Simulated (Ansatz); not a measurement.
We consider diamond-structure Si, described by r²SCAN in Ansatz (PAW).

Numerical settings: plane-wave cutoff 600 eV, 12×12×12 k mesh, scalar-relativistic PAW data made under PBE.

Computed at the level's own relaxed cell.

Problem. What does this level give for the elastic constant C44, Young modulus, Voigt–Reuss–Hill shear modulus (Hill average), elastic constant C11 and elastic constant C12?

Solution. 
* **elastic constant C44**: 81.4 GPa
* **Young modulus**: 167 GPa
* **Voigt–Reuss–Hill shear modulus (Hill average)**: 68.6 GPa
* **elastic constant C11**: 168 GPa
* **elastic constant C12**: 61.6 GPa

Measured, for comparison: elastic constant C44 80.2 GPa, elastic constant C11 168 GPa, elastic constant C12 64.9 GPa (low temperature, zero-point motion not removed; as tabulated in Tanner et al. (2021), arXiv:2110.11888). Computed (rounded) less measured: elastic constant C44 +1 %, elastic constant C11 0.0 %, elastic constant C12 -5 %.

Elastic constants are with the ions relaxed.

Computed values are for the static lattice.

Ansatz is a first-principles code.
